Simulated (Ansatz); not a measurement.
What does this script print? It uses the Python package of Ansatz (0.2.0).

`bclfh_scan.py`
```python
"""Potential curve of BClFH along one bond."""

import ansatz as az
import numpy as np

GEOMETRY = """
F     1.39830    0.26690   -0.45190
B     0.07040   -0.09120    0.08170
Cl   -1.51790    0.60050   -0.63310
H     0.10480   -0.83650    0.98300
"""


def main() -> None:
    molecule = az.Crystal.molecule()
    for line in GEOMETRY.strip().splitlines():
        symbol, *xyz = line.split()
        molecule = molecule.atom(symbol, [float(v) for v in xyz])

    symbols = [site.symbol for site in molecule.cartesian_sites]
    start = np.array([site.position_ang for site in molecule.cartesian_sites])
    axis = (start[3] - start[1]) / np.linalg.norm(start[3] - start[1])
    moving = [3]
    lengths, energies = [1.03, 1.076, 1.123, 1.17, 1.217, 1.264, 1.31, 1.381], []
    for length in lengths:
        xyz = start.copy()
        xyz[moving] += (length - np.linalg.norm(start[3] - start[1])) * axis
        point = az.Crystal.molecule()
        for symbol, place in zip(symbols, xyz):
            point = point.atom(symbol, place.tolist())
        model = point.calculation().basis(gaussian="def2-SVP").correlation("MP2")
        r = model.run().report
        energies.append(r["free_energy_ev"])
        print(f"r = {length:6.3f} A  E = {energies[-1]:.5f} eV  <S^2> = {abs(r['mean_field']['state']['spin_squared']):.3f}")

    # quartic fit about the minimum
    fit = np.polynomial.Polynomial.fit(lengths, np.array(energies) - min(energies), 4).convert()
    roots = [r.real for r in fit.deriv().roots() if abs(r.imag) < 1e-9 and fit.deriv(2)(r.real) > 0]
    r_e = min(roots, key=lambda r: abs(r - lengths[int(np.argmin(energies))]))
    print(f"minimum of the fit at {r_e:.4f} A, force constant {fit.deriv(2)(r_e):.2f} eV/A^2")


if __name__ == "__main__":
    main()
```

`python bclfh_scan.py` gives:
```text
r =  1.030 A  E = -15902.79089 eV  <S^2> = 0.000
r =  1.076 A  E = -15903.03484 eV  <S^2> = 0.000
r =  1.123 A  E = -15903.18267 eV  <S^2> = 0.000
r =  1.170 A  E = -15903.24791 eV  <S^2> = 0.000
r =  1.217 A  E = -15903.24689 eV  <S^2> = 0.000
r =  1.264 A  E = -15903.19300 eV  <S^2> = 0.000
r =  1.310 A  E = -15903.09964 eV  <S^2> = 0.000
r =  1.381 A  E = -15902.89607 eV  <S^2> = 0.000
minimum of the fit at 1.1920 A, force constant 26.92 eV/A^2
```

Reading the output:
- Total energies depend on the basis set; only differences at equal settings carry meaning.
- The rest of the molecule is held rigid at a force-field or estimated start geometry, and the basis set is modest; single-reference methods fail as a bond breaks.
- The orbitals are restricted, so S² is zero by construction.
- S² is that of the Hartree-Fock reference.
- Wall time of the script: 1.9 s on 1 thread of Intel(R) Xeon(R) Processor @ 2.30GHz (shared host), peak memory 0.2 GiB.
